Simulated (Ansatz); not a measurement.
**Scan of the H4–O1–Al2–Si3 dihedral angle**

AlSiH$_{6}$O (SMILES [OH2+][AlH][SiH3]) (charge +1), singlet, at its PBE0-D4/def2-TZVP minimum:

| atom | x (Å) | y (Å) | z (Å) |
| --- | --- | --- | --- |
| O1 | -1.2122 | 0.7736 | -1.2044 |
| Al2 | 0.1468 | 1.0094 | 0.1067 |
| Si3 | 0.9158 | -1.1583 | 0.9295 |
| H4 | -1.5676 | -0.0695 | -1.5199 |
| H5 | -1.6550 | 1.5061 | -1.6581 |
| H6 | 0.2329 | 2.5729 | 0.1355 |
| H7 | 2.3646 | -1.2474 | 0.6328 |
| H8 | 0.1417 | -2.1908 | 0.1945 |
| H9 | 0.6330 | -1.1961 | 2.3834 |

The dihedral angle H4–O1–Al2–Si3 (0.0° at the minimum) is set to the values below, the two halves turning rigidly about the central bond. Each method's energies count from its own value at the PBE0-D4 minimum structure. Computed with Ansatz 0.2.0 (basis: def2-TZVPP); correlated methods freeze the cores. B3LYP uses VWN-RPA correlation.

```tsv
dihedral angle (°)	CCSD(T) (kJ/mol)	B3LYP-D4 (kJ/mol)	PBE-D4 (kJ/mol)
11.9	1.20	1.15	1.16
34.4	9.10	8.73	8.77
56.9	20.36	19.47	19.59
79.4	28.44	27.12	27.32
101.9	?	26.93	27.11
124.4	?	19.04	19.13
146.9	8.75	8.40	8.40
169.4	?	1.19	1.15
```

Question: Fill in the withheld CCSD(T) values. (Judge from chemistry; the value comes from the calculation.)

Answer: The calculation gives: 28.23 kJ/mol at 101.9°; 19.91 kJ/mol at 124.4°; 1.24 kJ/mol at 169.4°. These count from the CCSD(T) energy at the PBE0-D4 minimum.

Question: How high is the highest scanned point by CCSD(T), and where? (An estimate is asked for; the value comes from the calculation.)

Answer: Computed: 28.44 kJ/mol above the minimum, at 79.4°.

Largest difference from the CCSD(T) curve over the scan: r2SCAN-D4 0.47; PBE0-D4 1.45; wB97M-V 0.77; HF 1.44 kJ/mol. Each curve counts from its own value at the minimum.

The T1 diagnostic stays at or below 0.012.

For scale, one of the runs: CCSD(T)/def2-TZVPP, 199 basis functions, launched by `ansatz run in.yaml --threads 2 --pin off --events-out ev --progress --plain --max-ram 4352MiB`. Time: 28 s of wall clock on 2 CPU threads of an Arm Neoverse V2; the host was shared. Peak host memory: 2.2 GiB.
